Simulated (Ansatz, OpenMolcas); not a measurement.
Worked example: vertical ionisation energy of BNH2 (SMILES B[N])

BNH2 has 4 atoms, charge 0, and is taken as a triplet. SMILES: `B[N]`. The shape is that of a GFN2-xTB optimisation.

| atom | x (Å) | y (Å) | z (Å) |
| --- | --- | --- | --- |
| B | -0.0357 | 0.0066 | -0.0239 |
| N | 1.0418 | -0.1917 | 0.6977 |
| H | -1.0569 | -0.4740 | 0.3346 |
| H | 0.0509 | 0.6591 | -1.0083 |

Both states at this one shape; open shells run unrestricted unless said. 1 Eh = 27.2114 eV.

| level | program | triplet BNH2 (Eh) | doublet [BNH2]+ (Eh) |
| --- | --- | --- | --- |
| UB3LYP/STO-3G | Ansatz | -79.619647 | -79.259117 |
| UM06-2X/STO-3G | OpenMolcas | -79.611894 | -79.247521 |
| UPBE0/STO-3G | Ansatz | -79.522377 | -79.160039 |
| UBCCD(T)/STO-3G, 2 core orbitals frozen | Ansatz | -79.254445 | -78.924365 |

Question: Work out the vertical ionisation energy at each level.

Answer: 
1. UB3LYP/STO-3G: -79.259117 − (-79.619647) = 0.360530 Eh = 9.81 eV.
2. UM06-2X/STO-3G: -79.247521 − (-79.611894) = 0.364373 Eh = 9.92 eV.
3. UPBE0/STO-3G: -79.160039 − (-79.522377) = 0.362338 Eh = 9.86 eV.
4. UBCCD(T)/STO-3G: -78.924365 − (-79.254445) = 0.330080 Eh = 8.98 eV.

No measured value is set beside it here; the levels span 8.98 to 9.92 eV. Minimal sets are far from the basis-set limit. The second state is spin-contaminated at UBCCD(T)/STO-3G (⟨S²⟩ = 1.09).
